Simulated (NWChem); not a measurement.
## Correlation energy of NO

SMILES: [N]=O
```xyz
2

N      0.0000     0.0000     0.6093
O      0.0000     0.0000    -0.5331
```
Charge 0, spin multiplicity 2.

Everything below was run with NWChem. Structure: optimised with UPBE0/def2-SVP, a minimum by its harmonic frequencies.

Basis set: 6-311G**. Each correlation energy counts from its own Hartree-Fock reference.

The correlated methods keep 2 core orbitals frozen. The Pople sets run with spherical d functions. The structure started from a generated list of species. The unpaired electrons of the parent sit in orbitals of symmetry b2 (C2v labels of the run); other states weren't searched. The stability of the SCF solutions was not checked. Open-shell Hartree-Fock references start from PBE0 orbitals. Coupled-cluster values serve here as a point of comparison, not as the truth.

```json
[
 {"method": "CCSD on UHF", "correlation energy (mHa)": "-344.5"},
 {"method": "CCSD[T] on ROHF", "correlation energy (mHa)": "-367.0"},
 {"method": "CCSD(T) on ROHF", "correlation energy (mHa)": "-365.5"},
 {"method": "UMP2", "correlation energy (mHa)": "[?]"},
 {"method": "CCSD(T) on UHF", "correlation energy (mHa)": "[?]"},
 {"method": "CCSD[T] on UHF", "correlation energy (mHa)": "-360.0"},
 {"method": "CCSD on ROHF", "correlation energy (mHa)": "-350.8"},
 {"method": "SCS-UMP2", "correlation energy (mHa)": "-325.2"}
]
```

Q: Complete the blanks.

A: 
- UMP2, correlation energy (mHa): -337.5
- CCSD(T) on UHF, correlation energy (mHa): -358.3
